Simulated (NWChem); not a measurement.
# Atomisation of diphosphorus (P₂)

```xyz
2

P      0.0000     0.0000     0.9577
P      0.0000     0.0000    -0.9577
```
Charge 0, spin multiplicity 1.

Everything below was run with NWChem. The geometry was optimised at PBE/def2-SVP, a minimum by its harmonic frequencies.

Basis set: def2-TZVP. The atomisation energy is electronic alone: no zero-point, thermal, spin-orbit or counterpoise terms. No value is extrapolated to the basis-set limit. Free atoms are single determinants with multiplicities P 4.

B3LYP has NWChem's definition, with VWN1-RPA local correlation. The stability of the SCF solutions was not checked.

### Question
One of these methods gave an atomisation energy of 124.2 kcal/mol. Which?
A. BP86
B. PBE
C. B3LYP
D. LDA (SVWN5)

### Answer
A, BP86. The others give 121.6 (PBE), 142.9 (LDA (SVWN5)), 115.4 (B3LYP).
